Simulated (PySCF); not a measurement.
**HSO₂F, a complex of two parts: interaction energy**

What interaction energy should one expect for `O=S=O` with `F`?

Computed with PySCF 2.14.0; each step states its level. No surroundings beyond the atoms listed, unless a continuum is named. Atoms count from 0, parts from 1.

### 1 The system as given

5 atoms, charge 0, multiplicity 1; geometry: GFN2-xTB. Parts: 1 = atoms 0–2, `O=S=O`, charge 0; 2 = atoms 3–4, `F`, charge 0.

### 2 Optimising the geometry at PBE0-D3(BJ)/def2-SVPD

Job settings and geometry (Å):

```
{"job": {"xc": "PBE0", "basis": "def2-SVPD", "d3": "d3bj", "grid": 2, "kind": "geom", "shake": 0.01}, "charge": 0, "multiplicity": 1, "parts": [{"atoms": "0-2", "charge": 0, "multiplicity": 1}, {"atoms": "3-4", "charge": 0, "multiplicity": 1}]}
O     -0.665397     0.431711     0.638006
S      0.004024    -0.309750    -0.377836
O      1.414399    -0.239196    -0.343482
F     -0.547104     2.005718     2.694349
H     -0.638575     1.429273     1.925415
```

The run is started by

```sh
OMP_NUM_THREADS=1 python cluster_run.py task.json out
```

One launch serves the whole session: the jobs run in the order shown.

**Question.** The jobs that follow are: CCSD(T)/aug-cc-pVDZ and MP2/aug-cc-pVTZ counterpoise interaction energy, frozen core, gas phase. Predict: rotational constants (main isotopes); interaction energy, CCSD(T) limit estimate; MP2/aug-cc-pVTZ; T1 diagnostic.

**Answer**, as computed:

| quantity | value |
| --- | --- |
| rotational constants (main isotopes) | 16.35, 2.12, 1.88 GHz |
| interaction energy, CCSD(T) limit estimate | -4.36 kcal/mol |
| MP2/aug-cc-pVTZ | -4.07 kcal/mol |
| T1 diagnostic | 0.0206 |

Over 4 steps the energy fell by 0.193 eV; of the bonds of the start, S1–O2 changed most, 1.413 to 1.454 Å. The estimate adds CCSD(T) less MP2 in the small basis (-0.20 kcal/mol) to extrapolated MP2. Hartree-Fock gives -3.88 against -4.36 kcal/mol. T1 is over 0.02, so one reference may not be enough.
